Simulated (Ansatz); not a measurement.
## BSiH2F (SMILES B[Si]F): the energy, rung by rung

BSiH2F: 5 atoms, total charge 0, spin state triplet. SMILES: `B[Si]F`. The coordinates come from a GFN2-xTB relaxation.

```xyz
5

B     0.2349    0.6857   -0.1241
Si   -0.8900   -0.8075   -0.2937
F    -0.5199   -2.1761    0.5589
H    -0.0003    1.6671   -0.7177
H     1.1753    0.6308    0.5765
```

Each level gives the energy change with the B1–H4 bond stretched from 1.171 to 2.927 Å (eV). The values are calculated.

```json
{"level": "USVWN5/STO-3G", "kind": "LDA", "program": "Ansatz", "value (eV)": "6.39", "CPU time (all runs)": "4.7 s"}
{"level": "U-r2SCAN/STO-3G", "kind": "meta-GGA", "program": "Ansatz", "value (eV)": "5.69", "CPU time (all runs)": "24 s"}
{"level": "U-r2SCAN0/STO-3G", "kind": "hybrid meta-GGA", "program": "Ansatz", "value (eV)": "?", "CPU time (all runs)": "29 s"}
{"level": "UB3LYP/STO-3G", "kind": "global hybrid", "program": "Ansatz", "value (eV)": "5.97", "CPU time (all runs)": "14 s"}
{"level": "UPBE0/STO-3G", "kind": "global hybrid", "program": "Ansatz", "value (eV)": "?", "CPU time (all runs)": "11 s"}
{"level": "U-wB97X/STO-3G", "kind": "range-separated hybrid", "program": "Ansatz", "value (eV)": "6.12", "CPU time (all runs)": "56 s"}
{"level": "UCCSD(T)/STO-3G", "kind": "coupled cluster or CI", "program": "Ansatz", "value (eV)": "5.33", "CPU time (all runs)": "1.2 s"}
{"level": "FCI/STO-3G", "kind": "exact in the basis", "program": "Ansatz", "value (eV)": "5.30", "CPU time (all runs)": "3.4 min"}
```

(1) Estimate the missing values from the other rows.

Answers

(1) As computed at these levels: U-r2SCAN0/STO-3G: 5.74 eV; UPBE0/STO-3G: 5.89 eV. The first shape isn't each level's own minimum. The values span 5.30 to 6.39 eV. Spin contamination of the reference (⟨S²⟩ at least 0.1 too high) touches USVWN5/STO-3G, U-r2SCAN/STO-3G, U-r2SCAN0/STO-3G, UB3LYP/STO-3G, UPBE0/STO-3G, U-wB97X/STO-3G, UCCSD(T)/STO-3G. All rows use very small basis sets, so even the best lies far from the true value. CPU times are rough (shared hosts, several kinds of processor): they show what a rung costs within a factor of a few.
